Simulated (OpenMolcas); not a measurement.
A ladder of methods for AlHClF (SMILES [F][AlH][Cl])

AlHClF: 4 atoms, total charge 0, spin state singlet. As SMILES, `[F][AlH][Cl]`. Geometry: a GFN2-xTB relaxation, a rough one for these elements and not checked as a minimum.

```xyz
4

F     0.5115   -0.9613    1.2479
Al    0.0626    0.0413    0.0184
Cl   -1.6147   -0.2460   -1.0636
H     1.0406    1.1660   -0.2027
```

Quantity: the energy change with the F1–Al2 bond stretched from 1.649 to 2.885 Å, in eV. The values are calculated.

```
                     level                   kind     program  value (eV)  less FCI/STO-3G
    HF/STO-3G (restricted)           Hartree–Fock  OpenMolcas        8.38            +3.46
 SVWN5/STO-3G (restricted)                    LDA  OpenMolcas        6.56            +1.64
  PBE0/STO-3G (restricted)          global hybrid  OpenMolcas        6.74            +1.82
B2PLYP/STO-3G (restricted)          double hybrid  OpenMolcas        6.47            +1.55
   MP2/STO-3G (restricted)    perturbation theory  OpenMolcas        6.53            +1.61
        CASSCF(2,2)/STO-3G         multireference  OpenMolcas        4.51            -0.41
     SC-NEVPT2(2,2)/STO-3G         multireference  OpenMolcas        4.88            -0.04
  CISD/STO-3G (restricted)  coupled cluster or CI  OpenMolcas        5.15            +0.23
                FCI/STO-3G     exact in the basis  OpenMolcas        4.92             0.00
```

FCI/STO-3G is exact within its basis and frozen core, so for wave-function methods in that basis the difference is their error; functionals converge differently with the basis, so for them it is only a difference. Spin-restricted single references rise too steeply as a bond breaks, Hartree–Fock most of all. Perturbation and coupled-cluster corrections on them can overshoot downwards. The first shape isn't each level's own minimum. The values span 4.51 to 8.38 eV. All rows use very small basis sets, so even the best lies far from the true value.
